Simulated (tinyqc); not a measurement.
Inside a calculation. Method: Pariser-Parr-Pople SCF with singles CI, for the molecule C=NC=C([CH2+])Cl (SMILES; centres numbered as the heavy atoms are written). One step of it, computed by the program tinyqc.

Question. Iteration 2: orbitals and new P. Diagonalise F (the basis is taken as orthonormal) and form P = 2 sum c c over the lowest orbitals; 0.3 of the old P is kept.

F (eV):
```
            1C          2N         3C         4C         5C         6Cl
1C   -9.467371   -4.226990  -0.437168   0.248289   0.227618   -0.055637
2N   -4.226990  -12.219055  -4.233833   0.254658   0.281562   -0.016934
3C   -0.437168   -4.233833  -9.275879  -3.885937  -0.587953    0.168953
4C    0.248289    0.254658  -3.885937  -9.756685  -4.269586   -1.966714
5C    0.227618    0.281562  -0.587953  -4.269586  -9.327093    0.228506
6Cl  -0.055637   -0.016934   0.168953  -1.966714   0.228506  -15.998485
```

pi electrons, sum of z_r less the charge = 6

P after iteration 1:
```
            1C         2N         3C         4C         5C        6Cl
1C    0.349561   0.626896   0.225772  -0.172358  -0.194233   0.041676
2N    0.626896   1.324167   0.629529  -0.129266  -0.192952   0.009263
3C    0.225772   0.629529   0.645783   0.559802   0.303725  -0.084913
4C   -0.172358  -0.129266   0.559802   1.185650   0.703275   0.135703
5C   -0.194233  -0.192952   0.303725   0.703275   0.517906  -0.114855
6Cl   0.041676   0.009263  -0.084913   0.135703  -0.114855   1.976934
```

Give: orbital energies; P after iteration 2.

Answer.

orbital energies (eV): -17.819  -16.574  -14.234  -8.545  -5.788  -3.084

P after iteration 2:
```
         1C      2N      3C      4C      5C     6Cl
1C    0.462   0.722   0.246  -0.191  -0.243   0.051
2N    0.722   1.250   0.591  -0.077  -0.193  -0.002
3C    0.246   0.591   0.632   0.554   0.365  -0.089
4C   -0.191  -0.077   0.554   1.053   0.761   0.172
5C   -0.243  -0.193   0.365   0.761   0.635  -0.141
6Cl   0.051  -0.002  -0.089   0.172  -0.141   1.968
```
